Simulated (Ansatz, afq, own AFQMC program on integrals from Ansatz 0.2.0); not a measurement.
## CH2Ge, triplet in cc-pVDZ, levels against CCSDT(Q)

```xyz
4

Ge    0.0000   -0.6159    3.3859
C     0.0000    0.1650   -3.1234
H     0.0000    0.9373    3.7360
H     0.0000   -0.4863   -3.9986
```

Connectivity, by distances: GeH ··· CH.

Basis cc-pVDZ. Only valence electrons are correlated. Integrals, coupled cluster, full CI and functionals: Ansatz 0.2.0; the random walks run on the same integrals in our own AFQMC program. The CISD trial takes its coefficients from CCSD amplitudes. Released means that phaseless walkers are propagated on without the constraint, phases kept. Uncertainties: one standard error, sampling alone. No spin–orbit coupling.

Determinant: ROHF, the one that the program's search chose, which needn't be the lowest solution. The geometry is a point of a scan.

No full CI on the walks' own integrals is used here; CCSDT(Q) serves as the reference and is uncertain by about the last step of the cluster series.

Cautions: no relativity below Rb; no spin-orbit coupling; inner d shell frozen; lower spins were not checked; higher spins were not checked; a spin-contaminated unrestricted determinant lies lower (UHF 435 meV lower, ⟨S²⟩ 3.02).

The T1 diagnostic is 0.0174. The weight of the determinant in the CISD state is 0.875. The size of the correlated space is 10 electrons in 36 orbitals.

Reference: CCSDT(Q), correlation energy -5.396 eV. The released energy is read at 1.62 1/Eh, later times being too noisy (meV from the phaseless value at times in 1/Eh: -10 ± 10 at 0.24, -39 ± 11 at 0.51, -49 ± 13 at 0.99, -32 ± 14 at 1.62, -48 ± 19 at 2.40).

```
         level  E − E(reference) (meV)  share of correlation (%)
            HF                  5395.9                      0.00
           MP2                  1393.6                     74.17
          CCSD                   118.3                     97.81
       CCSD(T)                    28.4                     99.47
         CCSDT                     2.7                     99.95
   ph-AFQMC/HF             87.3 ± 48.9                     98.38
 ph-AFQMC/CISD              39.2 ± 9.1                     99.27
released AFQMC              6.8 ± 14.4                     99.87
```

A walk keeps the symmetry of its determinant, which the program's search chose and which needn't be the lowest solution, so a lower state of the same spin and another symmetry isn't excluded. Released energies are given only where the last usable release times agree within the noise; a slower fall can still hide under it.
